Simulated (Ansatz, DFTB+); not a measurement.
hcp Mg, lattice parameter c

Reference value: 5.210 Å (measured, 293 K, not corrected to a static lattice; as tabulated in Wikipedia's data pages).

```json
[
 {"level (code)": "GFN1-xTB as cut by DFTB+", "value (Å)": "6.340"},
 {"level (code)": "PBE (Ansatz)", "value (Å)": "5.187"},
 {"level (code)": "rVV10 (Ansatz)", "value (Å)": "5.160"},
 {"level (code)": "PBE0 (Ansatz)", "value (Å)": "5.142"},
 {"level (code)": "Hartree–Fock (Ansatz)", "value (Å)": "[?]"}
]
```

### Question
Fill in the missing entries.

### Answer

- Hartree–Fock (Ansatz, a first-principles code), value (Å): 5.280

Differences against the reference: GFN1-xTB as cut by DFTB+ +22 %, PBE -0.44 %, rVV10 -0.96 %, PBE0 -1.31 %, Hartree–Fock +1.34 %.

The reference is not for a static lattice or low temperature, so close values are not ranked against it. Off by more than 1.75 %, or 2.45 % on the side where a correction would as a rule narrow the miss (bounds picked here): GFN1-xTB as cut by DFTB+ (+22 %).

The measured value isn't corrected to a static lattice, so vibrations enter the comparison.  GFN1-xTB as cut by DFTB+: the cell moved over 20 % in volume from its start. GFN1-xTB as cut by DFTB+: the method was fitted mainly to molecules. GFN1-xTB as cut by DFTB+: codes differ in how they cut the long-range tail of xTB's charge interaction in a crystal, so the value belongs to this code. Cutoffs and k meshes differ between the levels. Ansatz's density-functional and Hartree–Fock values are scalar-relativistic unless marked +SOC, with PAW data made under PBE.

Differences are worked out from the printed values.
